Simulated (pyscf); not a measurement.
Single points on ωB97X-D3(BJ)/def2-SVP structures (PySCF, gas phase).

For the elementary gas-phase step `[SiH3][SiH2][PH]` [doublet] + `[H][H]` → `[SiH3][SiH2][PH2]` + `[H]` [doublet] (doublet surface; H–H broken, H–P formed), what barrier and reaction energy does ωB97M-D3(BJ)/def2-TZVP give, measured from the separated reactants?

ΔE‡ = 24.6 kcal/mol, ΔE = +21.8 kcal/mol. Zero-point energy shifts the barrier by -0.5 kcal/mol. It is a hydrogen abstraction, with an imaginary mode of 726i cm⁻¹. H₃Si–SiH₂–PH• lies 6.4 kcal/mol over its isomer H₃Si–P•–SiH₃ (electronic energy, ωB97M-D3(BJ)). H₃Si–SiH₂–PH₂ lies 5.7 kcal/mol over its isomer H₃Si–PH–SiH₃ (electronic energy, ωB97M-D3(BJ)). This is the saddle that the search found; another between the same sides may lie lower. The angle at the transferred H is 169°.
